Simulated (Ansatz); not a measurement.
A ladder of methods for LiH (SMILES [LiH])

LiH: 2 atoms, total charge 0, spin state singlet. As SMILES, `[LiH]`. Geometry: the measured bond length.

```xyz
2

Li    0.0000    0.0000    0.0000
H     0.0000    0.0000    1.5957
```

Quantity: the energy change with the Li1–H2 bond stretched from 1.596 to 1.995 Å, in eV. The values are calculated.

```csv
level,kind,program,value (eV),less FCI/cc-pVTZ,CPU time (all runs)
HF/cc-pVTZ (restricted),Hartree–Fock,Ansatz,0.33,0.00,0.34 s
revPBE/cc-pVTZ (restricted),GGA,Ansatz,0.29,-0.04,1.4 s
BHLYP/cc-pVTZ (restricted),global hybrid,Ansatz,0.37,+0.04,1.6 s
wB97M-V/cc-pVTZ (restricted),range-separated hybrid,Ansatz,0.34,+0.01,11 s
B2PLYP/cc-pVTZ (restricted),double hybrid,Ansatz,0.35,+0.02,2.5 s
RPA@PBE/cc-pVTZ (restricted),RPA,Ansatz,0.34,+0.01,2.1 s
BCCD(T)/cc-pVTZ (restricted),coupled cluster or CI,Ansatz,0.33,0.00,1.1 s
FCI/3-21G,exact in the basis,Ansatz,0.18,-0.15,0.31 s
FCI/cc-pVTZ,exact in the basis,Ansatz,0.33,0.00,2.3 s
```

FCI/cc-pVTZ is exact within its basis and frozen core, so for wave-function methods in that basis the difference is their error; functionals converge differently with the basis, so for them it is only a difference. The first shape isn't each level's own minimum. The values span 0.18 to 0.37 eV. High-level rows in very small sets aren't better than simpler rows in larger ones. Without the sets that lack polarisation functions the rows with a basis span only 0.29 to 0.37 eV. In so small a basis fixed costs decide the times, and correlated methods can beat functionals. Times are those of the runs behind each value, whatever else they computed, on shared processors of several kinds: orders of magnitude only.
